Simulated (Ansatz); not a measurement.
# Energy profile

The step: BSiH₅ ([BH2][SiH3]) + H₂O → BH₃O ([BH2][OH]) + SiH₄; bonds formed: Si2–H5; dative contacts that become bonds: B1–O6; bonds broken: B1–Si2, H5–O6 (atoms numbered as in the saddle structure below).

```
10
angstrom
B -0.8164 0.3792 -0.3287
Si 0.6041 -1.0194 0.5124
H -0.9159 -0.0112 -1.4587
H -1.7397 0.2444 0.4209
H 0.4173 0.8278 0.1346
O -0.2007 1.8355 -0.2255
H 1.9011 -1.2262 -0.1929
H 0.8812 -0.9233 1.9714
H -0.2702 -2.1929 0.2572
H 0.1391 2.0860 -1.0907
```

Electronic energies by CCSD(T) at an estimated basis limit (MP2 extrapolated from triple and quadruple zeta, plus CCSD(T) − MP2 in triple zeta), on PBE0-D4/def2-TZVP structures; BSiH7O, singlet; no counterpoise correction. Program: Ansatz 0.2.0. Basis: def2-TZVPP and def2-QZVPP. Cores are frozen in the correlated methods. Extrapolation: Hartree–Fock as exp(−7.88 √X), correlation as X^−2.97.

Question: Give the profile in kcal/mol, counted from the separated reactants. (Judge from chemistry; the value comes from the calculation.)

Answer: The calculation gives:
```
                                                                                                      point  kcal/mol
separated: BSiH5 (linked as [BH2][SiH3]; B1, Si2, H3, H4, H7, H8, H9; singlet) + H2O (H5, O6, H10; singlet)      0.00
                                                                                            start structure    -15.76
                                                                                                     saddle     10.01
                                                                                              end structure    -40.21
  separated: BH3O (linked as [BH2][OH]; B1, H3, H4, O6, H10; singlet) + SiH4 (Si2, H5, H7, H8, H9; singlet)    -39.20
```

No T1 diagnostic of these runs exceeds 0.014.

For scale, one of the runs: CCSD(T)/def2-TZVPP, 202 basis functions (an equivalent command: `ansatz run in.yaml --threads 2`). Hardware: 2 CPU threads, shared host. Wall time 39 s; peak host memory 2.7 GiB.
